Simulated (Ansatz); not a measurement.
System: C₂H₂F, net charge -1, singlet state. It need not be the lowest isomer of its formula. Whether it binds its extra electron was not tested at this geometry. 
Geometry from a B3LYP-D3(BJ)/def2-TZVP (Ansatz, a first-principles code) optimisation:
```xyz
5

C     -0.0108     0.6444    -0.0002
C      1.1415    -0.0570     0.0011
F     -1.1182    -0.3178    -0.0010
H      1.1968    -1.1515     0.0015
H      2.0829     0.4870     0.0019
```
Charge -1, spin multiplicity 1.

Basis-set convergence of Hartree-Fock and MP2 correlation energies (hartree) with Ansatz. Correlated levels leave the core frozen unless marked. Spin-orbit coupling is left out. No relativistic terms. This anion needs diffuse functions, which these sets lack.

| basis | functions | E(HF) | E(corr, MP2) |
|---|---|---|---|
| cc-pVDZ | - | -176.23821 | -0.45049 |
| cc-pVTZ | 118 | -176.30021 | -0.58053 |
| cc-pVQZ | 225 | ? | ? |

Question: What belongs in the gaps?

Answer: 
- cc-pVQZ, E(HF): -176.31744
- cc-pVQZ, E(corr, MP2): -0.62809
